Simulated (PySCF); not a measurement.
# C5H5P: fields and orbitals

Aim: take C5H5P and analyse its density (charges, bond critical points, surface potential), see where an electron leaves and enters and pull one bond apart with RHF, UHF and CASSCF.

Method: levels as typed in each script, gas phase, geometry from GFN2-xTB; program: PySCF 2.14.0.

## (1) Where the work starts

SMILES `c1ccpcc1`, 11 atoms, charge 0, spin multiplicity 1.

Bond lengths: C1–C2 1.386 Å, C1–C6 1.386 Å, C1–H7 1.081 Å, C2–C3 1.379 Å, C2–H8 1.083 Å, C3–P4 1.734 Å, C3–H9 1.083 Å, P4–C5 1.734 Å, C5–C6 1.379 Å, C5–H10 1.083 Å, C6–H11 1.083 Å. Angles: C2–C1–C6 122.5°, C2–C1–H7 118.8°, C6–C1–H7 118.8°, C1–C2–C3 123.4°, C1–C2–H8 118.2°, C3–C2–H8 118.4°, C2–C3–P4 125.4°, C2–C3–H9 118.3°, P4–C3–H9 116.3°, C3–P4–C5 99.9°, P4–C5–C6 125.4°, P4–C5–H10 116.3°, C6–C5–H10 118.3°, C1–C6–C5 123.4°, C1–C6–H11 118.2°, C5–C6–H11 118.4°.

As a file:

```csv
atom,x (Å),y (Å),z (Å)
C1,-1.67761,-0.00003,0.00000
C2,-1.01068,-1.21520,0.00000
C3,0.36359,-1.32747,0.00000
P4,1.47972,0.00004,0.00000
C5,0.36350,1.32750,0.00000
C6,-1.01076,1.21514,0.00000
H7,-2.75829,-0.00006,0.00000
H8,-1.60094,-2.12338,0.00000
H9,0.79825,-2.31990,0.00000
H10,0.79809,2.31996,0.00000
H11,-1.60108,2.12328,0.00000
```

## (2) Density, bond paths and surface potential (M06-2X/6-31g*)

input.py

```python
import numpy as np
from pyscf import gto, scf, dft
from pyscf.scf import atom_ks, atom_hf
from scipy.linalg import block_diag

def solve(mol, dm0=None, hcore=None):
    mf = (dft.UKS if mol.spin else dft.RKS)(mol, xc='m062x')
    mf.grids.level = 3
    mf = mf.density_fit(auxbasis='def2-universal-jkfit')
    mf.conv_tol, mf.max_cycle = 1e-8, 80
    if hcore is not None:
        mf.get_hcore = lambda *args: hcore
    mf.kernel(dm0)
    if not mf.converged:
        mf = mf.newton().run(mf.mo_coeff, mf.mo_occ, max_cycle=30)
    assert mf.converged, 'SCF not converged'
    return mf

mol = gto.M(atom='''
C     -1.67761    -0.00003     0.00000
C     -1.01068    -1.21520     0.00000
C      0.36359    -1.32747     0.00000
P      1.47972     0.00004     0.00000
C      0.36350     1.32750     0.00000
C     -1.01076     1.21514     0.00000
H     -2.75829    -0.00006     0.00000
H     -1.60094    -2.12338     0.00000
H      0.79825    -2.31990     0.00000
H      0.79809     2.31996     0.00000
H     -1.60108     2.12328     0.00000
''', basis='6-31g*', charge=0, spin=0, verbose=4)
mf = solve(mol)
mf.analyze()
# spherically averaged free atoms, for the promolecule
atm = atom_ks.get_atm_nrks(mol, xc='m062x')
pro = block_diag(*[(atm[a[0]][2] * atm[a[0]][3]) @ atm[a[0]][2].T for a in mol._atom])
np.savez('result.npz', e=mf.e_tot, c=mf.mo_coeff, occ=mf.mo_occ, eps=mf.mo_energy, pro=pro, dip=mf.dip_moment(verbose=0), s2=mf.spin_square()[0])
```

Started as:

```
> OMP_NUM_THREADS=1 python input.py
```

## (4) Removing and adding an electron (PBE0/6-311+g**)

input.py

```python
import numpy as np
from pyscf import gto, scf, dft
from pyscf.scf import atom_ks, atom_hf
from scipy.linalg import block_diag

def solve(mol, dm0=None, hcore=None):
    mf = (dft.UKS if mol.spin else dft.RKS)(mol, xc='pbe0')
    mf.grids.level = 3
    mf = mf.density_fit(auxbasis='def2-universal-jkfit')
    mf.conv_tol, mf.max_cycle = 1e-8, 80
    if hcore is not None:
        mf.get_hcore = lambda *args: hcore
    mf.kernel(dm0)
    if not mf.converged:
        mf = mf.newton().run(mf.mo_coeff, mf.mo_occ, max_cycle=30)
    assert mf.converged, 'SCF not converged'
    return mf

mol = gto.M(atom='''
C     -1.67761    -0.00003     0.00000
C     -1.01068    -1.21520     0.00000
C      0.36359    -1.32747     0.00000
P      1.47972     0.00004     0.00000
C      0.36350     1.32750     0.00000
C     -1.01076     1.21514     0.00000
H     -2.75829    -0.00006     0.00000
H     -1.60094    -2.12338     0.00000
H      0.79825    -2.31990     0.00000
H      0.79809     2.31996     0.00000
H     -1.60108     2.12328     0.00000
''', basis='6-311+g**', charge=0, spin=0, verbose=4)
mf = solve(mol)
out = dict(e0=mf.e_tot, dm0=mf.make_rdm1(), c=mf.mo_coeff, occ=mf.mo_occ, eps=mf.mo_energy)
for name, dq, spin in [('cation', 1, 1), ('anion', -1, 1)]:
    ion = mol.copy().set(charge=mol.charge + dq, spin=spin).build()
    mi = solve(ion)
    if spin and dq > 0 and mol.nao < 130:
        c, _, stable, _ = mi.stability(return_status=True)
        if not stable:
            mi = solve(ion, mi.make_rdm1(c, mi.mo_occ))
    print(name, 'vertical energy change / eV', (mi.e_tot - mf.e_tot) * 27.211386)
    out.update({'e_' + name: mi.e_tot, 'dm_' + name: mi.make_rdm1(), 's2_' + name: mi.spin_square()[0], 'eps_' + name: mi.mo_energy, 'occ_' + name: mi.mo_occ})
# spherically averaged free atoms, for the promolecule
atm = atom_ks.get_atm_nrks(mol, xc='pbe0')
pro = block_diag(*[(atm[a[0]][2] * atm[a[0]][3]) @ atm[a[0]][2].T for a in mol._atom])
np.savez('result.npz', pro=pro, **out)
```

## (6) Stretching a bond (6-31g*)

input.py

```python
import numpy as np
from pyscf import gto, scf, mcscf

mol = gto.M(atom='''
C     -1.67761    -0.00003     0.00000
C     -1.01068    -1.21520     0.00000
C      0.36359    -1.32747     0.00000
P      1.47972     0.00004     0.00000
C      0.36350     1.32750     0.00000
C     -1.01076     1.21514     0.00000
H     -2.75829    -0.00006     0.00000
H     -1.60094    -2.12338     0.00000
H      0.79825    -2.31990     0.00000
H      0.79809     2.31996     0.00000
H     -1.60108     2.12328     0.00000
''', basis='6-31g*', charge=0, spin=0, verbose=4)
# stretch the bond between atoms 5 and 10, from long to short, fragments rigid
a, b, move = 4, 9, [9]
xyz = mol.atom_coords(unit='Angstrom')
u = xyz[b] - xyz[a]
r0 = np.linalg.norm(u)
rows, last, dm_u = [], None, None
for r in [3.0, 2.35, 1.93, 1.66, 1.44, 1.28, 1.18, 1.07, 0.98]:
    new = xyz.copy()
    new[move] += u / r0 * (r - r0)
    m = mol.set_geom_(new, unit='Angstrom', inplace=False)
    rhf = scf.RHF(m).density_fit(auxbasis='def2-universal-jkfit').run()
    uhf = scf.UHF(m).density_fit(auxbasis='def2-universal-jkfit').newton()
    if dm_u is None:
        c = rhf.mo_coeff
        h = m.nelectron // 2 - 1
        ca, cb = c.copy(), c.copy()
        ca[:, h], cb[:, h] = (c[:, h] + c[:, h + 1]) / 2**.5, (c[:, h] - c[:, h + 1]) / 2**.5
        dm_u = np.array([x[:, :h + 1] @ x[:, :h + 1].T for x in (ca, cb)])
    uhf.kernel(dm0=dm_u)
    for _ in range(3):
        c, _, stable, _ = uhf.stability(return_status=True)
        if stable:
            break
        uhf.kernel(c, uhf.mo_occ)
    dm_u = uhf.make_rdm1()
    mc = mcscf.CASSCF(rhf, 2, 2)
    mc.natorb = True
    mc.fix_spin_(ss=0)
    guess = mcscf.addons.make_natural_orbitals(uhf)[1] if last is None else mcscf.project_init_guess(mc, last.mo_coeff, last.mol)
    mc.kernel(guess)
    last = mc
    act = slice(mc.ncore, mc.ncore + mc.ncas)
    print('r %.3f  RHF %.6f  UHF %.6f  <S^2> %.3f  CASSCF %.6f  occupations' % (r, rhf.e_tot, uhf.e_tot, uhf.spin_square()[0], mc.e_tot), mc.mo_occ[act].round(4))
    rows.append((new, rhf.e_tot, uhf.e_tot, uhf.spin_square()[0], mc.e_tot, mc.mo_occ[act], mc.mo_coeff[:, act], dm_u[0] - dm_u[1], rhf.converged and uhf.converged and mc.converged))
    np.savez('result.npz', **{k: [row[i] for row in rows] for i, k in enumerate('xyz rhf uhf s2 cas occ c spin ok'.split())})
```

(Steps that only read results are left out.)

Q: Predict the outcome of this session. Wanted: dipole moment; HOMO, LUMO; vertical ionisation energy; vertical electron affinity.

The runs gave:

| quantity | value |
| --- | --- |
| dipole moment (M06-2X/6-31g*) | 1.73 D |
| HOMO, LUMO (M06-2X/6-31g*) | -7.92, -0.40 eV |
| vertical ionisation energy (PBE0/6-311+g**) | 9.08 eV |
| vertical electron affinity (PBE0/6-311+g**) | -0.22 eV |
| cost of the stretch to 3.0 Å, CASSCF and RHF (6-31g*) | 4.5 and 7.7 eV |

In words: At M06-2X/6-31g*: The highest Hirshfeld charge is on P4 (+0.05 e), the lowest on C3 and C5 (−0.10 e). The ionisation energy from two SCF runs, 9.08 eV, lies 1.9 eV above −ε(HOMO) = 7.18 eV of the same level, PBE0/6-311+g**, since self-interaction lifts this functional's HOMO. RHF rises too steeply at long distance, since it keeps both electrons in one orbital and so mixes in ionic fragments. The geometry was not optimised at these levels.
